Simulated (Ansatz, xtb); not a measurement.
**Two structures of C2H2N+**

Structure X: `[C-]#[N+][CH2+]`, a singlet. Structure Y: a singlet given by its coordinates. Both are isolated ions in the gas phase, relaxed with B3LYP/6-31G*.

X (Å):

```yaml
atoms:
  - { symbol: C, position_ang: [0.0995, -0.7481, -0.8861] }
  - { symbol: C, position_ang: [-0.7911, 0.7606, -2.6846] }
  - { symbol: N, position_ang: [-0.3346, -0.0127, -1.7628] }
  - { symbol: H, position_ang: [-1.7190, 1.3153, -2.5101] }
  - { symbol: H, position_ang: [-0.2444, 0.8517, -3.6291] }
```

Y (Å):

```csv
atom,x (Å),y (Å),z (Å)
C,-0.1881,0.5893,-2.8050
C,-1.0688,0.3802,-1.8080
N,0.0591,-0.3403,-1.8723
H,0.2455,1.0242,-3.7032
H,-1.9642,0.4995,-1.2015
```

Close contacts (Å): C1–C2 1.35, C1–N3 1.34, C2–N3 1.34, C1–H4 1.09, C2–H5 1.09.

Quicker runs give these differences E(Y) − E(X): GFN2-xTB −16.4 kcal/mol; HF/STO-3G −7.6 kcal/mol (at GFN2-xTB geometries); r2SCAN-D4/def2-SVP −18.8 kcal/mol (at GFN2-xTB geometries).

Estimate E(Y) − E(X) at the level CCSD(T)/def2-TZVPP.

Calculated at CCSD(T)/def2-TZVPP: E(Y) − E(X) = −16.1 kcal/mol, so structure Y lies lower.

How the difference moves with the method:

| level | geometry | E(Y) − E(X) (kcal/mol) | departure from the last row (kcal/mol) | job, with rough time for the two |
| --- | --- | --- | --- | --- |
| GFN2-xTB | GFN2-xTB | −16.4 | −0.2 | optimisation, 0.088 s |
| HF/STO-3G | GFN2-xTB | −7.6 | +8.5 | single point, 0.16 s |
| r2SCAN-D4/def2-SVP | GFN2-xTB | −18.8 | −2.7 | single point, 1.3 s |
| B3LYP/6-31G* | B3LYP/6-31G* | −13.8 | +2.3 | optimisation, 8.4 s |
| HF/def2-TZVPP | B3LYP/6-31G* | −12.2 | +4.0 | part of the CCSD(T) run |
| MP2/def2-TZVPP | B3LYP/6-31G* | −22.3 | −6.2 | part of the CCSD(T) run |
| CCSD(T)/def2-TZVPP | B3LYP/6-31G* | −16.1 |  | single point, 11 s |

The levels shown agree on the order. The largest departure from CCSD(T)/def2-TZVPP is that of HF/STO-3G, 8.5 kcal/mol.

With harmonic frequencies from B3LYP/6-31G* (ideal gas, rigid rotor, one conformer each, 298.15 K, 1 atm): on the last row, ΔE + ΔZPE = −15.3, ΔH = −15.9, ΔG = −15.1 kcal/mol.

The correlated steps freeze 3 core orbitals. Run with Ansatz 0.2.0, xtb 6.7.1; the last row on 1 thread of Intel(R) Xeon(R) Platinum 8488C (Sapphire Rapids) on a shared host.
